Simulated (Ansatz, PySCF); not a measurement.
Protons, H atoms and electrons added to or taken from CC=C. All species are isolated molecules in the gas phase. One relaxed conformer stands for each flexible species; it need not be the lowest. Strings in code marks are SMILES.

Quantity: vertical ionisation energy (energy after one electron is removed minus that of the parent at the parent's geometry), in eV.

Level 1: frozen-core MP2/cc-pVTZ // PBE0-D4/def2-TZVP (Ansatz, a first-principles code)
Level 2: B3LYP/6-31G* // PBE0-D4/def2-TZVP (PySCF)
Level 3: PBE/6-31G* // PBE0-D4/def2-TZVP (PySCF)
Level 4: minus the HOMO energy of B3LYP/6-31G* // PBE0-D4/def2-TZVP (PySCF)

```json
[
 {"species": "`C=CC`", "level 2": "9.59", "level 3": "9.56", "level 4": "6.81"}
]
```

Problem. What does level 1 give for each?

Solution. 
- `C=CC`: 10.05
